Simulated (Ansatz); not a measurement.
# BF (SMILES [B]F) at 6 levels

We compute a comparison of 6 runs (PBE0/STO-3G, UPBE0/STO-3G, r2SCAN0/STO-3G, RPA@PBE/STO-3G, CCSDT(Q)/STO-3G, UCCSD(T)/STO-3G) of BF. 

The calculation is run with Ansatz 0.2.0.

39 further runs of the same task are left out: 1 that didn't finish, 38 set aside as unsound or not needed.

### Step 1. The structure to begin with

BF: 2 atoms, total charge 0, spin state singlet. SMILES: `[B]F`. The F2–B1 distance was set to 1.867 Å, away from the relaxed value.

Bond lengths: B1–F2 1.867 Å.

### Step 2. The energy at PBE0/STO-3G (run 1)

The input, run.yaml:

```yaml
crystal:
  periodic: [false, false, false]
  atoms:
    - {symbol: B, position_ang: [0.000000, 0.000000, -0.622210]}
    - {symbol: F, position_ang: [0.000000, 0.000000, 1.244390]}
basis:
  gaussian:
    orbitals: STO-3G
hamiltonian:
  xc: pbe0
accuracy: high
```

Started as:

```bash
ansatz run run.yaml --threads 1 --pin off --max-ram 2610MiB --events-out events.jsonl --progress --plain --runs-dir runs
```

The program printed:

```text
Warning: RAYON_NUM_THREADS=1 ignored (pool sized by the plan → 1); use --threads N
Functional definition: PBE0
  name "PBE0"
  parameter a = 0.25
  parameter kappa = 0.804
  parameter beta = 0.06672455060314922
  exchange = (1 - a)*pbe_x(kappa = kappa, mu = beta*pi^2/3) + a*exact_x
  correlation = pbe_c(beta = beta)
149 factors; integrals over basis functions are off by at most 9.5e-9 eV
mean field evaluation 1: about -3333.2119 eV, gradient 2.2e1 eV
mean field evaluation 2: about -3121.8713 eV, gradient 2.3e2 eV
mean field evaluation 4: about -3336.0894 eV, gradient 4.5e0 eV
mean field evaluation 8: about -3336.1354 eV, gradient 3.3e-1 eV
mean field evaluation 16: about -3336.1358 eV, gradient 2.3e-7 eV
mean field -3336.13577669 eV, -122.6007284795 hartree, gradient 3.6e-8 eV, S^2 0.000000; 0 other end points of the search recorded, 0 dependent functions left out
reference -3336.13577760 eV, -122.6007285126 hartree; 7, 7 occupied and 3, 3 virtual orbitals, 149 factors
Total energy: -3336.13577760 eV, -122.6007285126 hartree
```

Wall time 0.52 s (1 thread of Arm Neoverse N1, shared host).

### Step 3. A single-point energy at UPBE0/STO-3G (run 2)

The input, job.yaml:

```yaml
crystal:
  periodic: [false, false, false]
  atoms:
    - {symbol: B, position_ang: [0.000000, 0.000000, -0.622210]}
    - {symbol: F, position_ang: [0.000000, 0.000000, 1.244390]}
basis:
  gaussian:
    orbitals: STO-3G
magnetization:
  spin_polarized: true
  initial_magnetization: 0
hamiltonian:
  xc: pbe0
accuracy: high
```

Started as:

```bash
ansatz run job.yaml --threads 1 --pin off --max-ram 2610MiB --events-out events.jsonl --progress --plain --runs-dir runs
```

The program printed, cut to the lines that bear on the results:

```text
Warning: RAYON_NUM_THREADS=1 ignored (pool sized by the plan → 1); use --threads N
[... 7 set-up lines as earlier in the session ...]
149 factors; integrals over basis functions are off by at most 9.5e-9 eV
mean field evaluation 1: about -3333.2119 eV, gradient 1.6e1 eV
mean field evaluation 2: about -3121.8713 eV, gradient 1.6e2 eV
mean field evaluation 4: about -3336.0894 eV, gradient 3.2e0 eV
mean field evaluation 8: about -3336.1354 eV, gradient 2.3e-1 eV
mean field evaluation 16: about -3336.1358 eV, gradient 1.4e-7 eV
mean field -3336.13577669 eV, -122.6007284795 hartree, gradient 1.2e-8 eV, S^2 0.000000; 1 other end points of the search recorded, 0 dependent functions left out
reference -3336.13577760 eV, -122.6007285126 hartree; 7, 7 occupied and 3, 3 virtual orbitals, 149 factors
Total energy: -3336.13577760 eV, -122.6007285126 hartree
```

It took 0.91 s on 1 thread of Arm Neoverse N1, shared host.

Runs 3 to 5 aren't shown in full; the table further down has their settings and results.

### Step 4. The energy at UCCSD(T)/STO-3G (run 6)

The input, in.yaml:

```yaml
crystal:
  periodic: [false, false, false]
  atoms:
    - {symbol: B, position_ang: [0.000000, 0.000000, -0.622210]}
    - {symbol: F, position_ang: [0.000000, 0.000000, 1.244390]}
basis:
  gaussian:
    orbitals: STO-3G
magnetization:
  spin_polarized: true
correlation:
  method: ccsd_t
  frozen_orbitals: {B: 1, F: 1}
accuracy: high
scf:
  omitted_lower_state_checks: [cluster_reference, increment]
```

Started as:

```bash
ansatz run in.yaml --threads 1 --pin off --max-ram 2610MiB --events-out events.jsonl --progress --plain --runs-dir runs
```

The program printed:

```text
Warning: RAYON_NUM_THREADS=1 ignored (pool sized by the plan → 1); use --threads N
[... 18 lines left out ...]
2 core orbitals not correlated: weight in the atoms' cores, before any rotation towards them, 1.000 or more for the frozen orbitals, at most 0.000 for the correlated occupied ones
[... 42 lines left out ...]
Total energy: -3327.65769624 eV, -122.2891647694 hartree
Checks for a lower state left out: cluster_reference, increment
```

It took 0.56 s on 1 thread of Arm Neoverse N1, shared host.

### Step 5. Overview of the runs

```
run            level  frozen core orbitals  energy (Eh)  wall time
  1      PBE0/STO-3G                     –  -122.600729     0.52 s
  2     UPBE0/STO-3G                     –  -122.600729     0.91 s
  3   r2SCAN0/STO-3G                     –  -122.661722      1.6 s
  4   RPA@PBE/STO-3G                     2  -122.353147     0.81 s
  5  CCSDT(Q)/STO-3G                     2  -122.300424     0.52 s
  6  UCCSD(T)/STO-3G                     2  -122.289165     0.56 s
```

### Step 6. Summary of results

```
                                          quantity          value
                               run 6: total energy  -122.28916 Eh
run 6: correlation energy (2 core orbitals frozen)     -106.8 mEh
                             run 6: (T) correction      -5.07 mEh
          run 6: ⟨S²⟩ of the reference determinant          0.502
                              run 6: T1 diagnostic          0.108
```

In words: Totals of different functionals can't be ranked against each other. In run 5 the log says that unrestricted orbitals would lower the reference, so the values rest on an unstable closed-shell determinant (other closed-shell runs at this shape may share the fault). In runs 1, 2, 3, 4, 5, 6 the basis is minimal, so the values are rough. Spin contamination of the reference: run 6 ⟨S²⟩ = 0.50. All runs together took 5 s, the longest 1.6 s.
